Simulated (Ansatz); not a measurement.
Results of rVV10 (plane waves, PAW; Ansatz, a first-principles code) for rock-salt EuN.

Run with plane-wave cutoff 520 eV, 12×12×12 k mesh, Fermi–Dirac smearing 0.01 eV, spin-polarised with parallel moments, scalar-relativistic PAW data made under PBE.

Cell (relaxed at this level):

```
CELL_PARAMETERS angstrom
      0.00000     2.53229     2.53229
      2.53229     0.00000     2.53229
      2.53229     2.53229     0.00000
ATOMIC_POSITIONS crystal
  Eu 0.00000 0.00000 0.00000
  N  0.50000 0.50000 0.50000
```
Starting moments (μB, in the order of the record's atoms Eu N): 7.0 0.0.

Give the computed bulk modulus and pressure derivative B′ of the bulk modulus.


* **bulk modulus**: 121 GPa
* **pressure derivative B′ of the bulk modulus**: 4.4

The run finds no gap.

Note: the magnetic order was assumed, not searched for or taken from measurement; the 4f shell is treated without U or exact exchange, so its levels and filling can be wrong.

Spin–orbit coupling is not included; it can open a gap where bands touch, and shift volumes and moduli.

Computed values are for the static lattice.
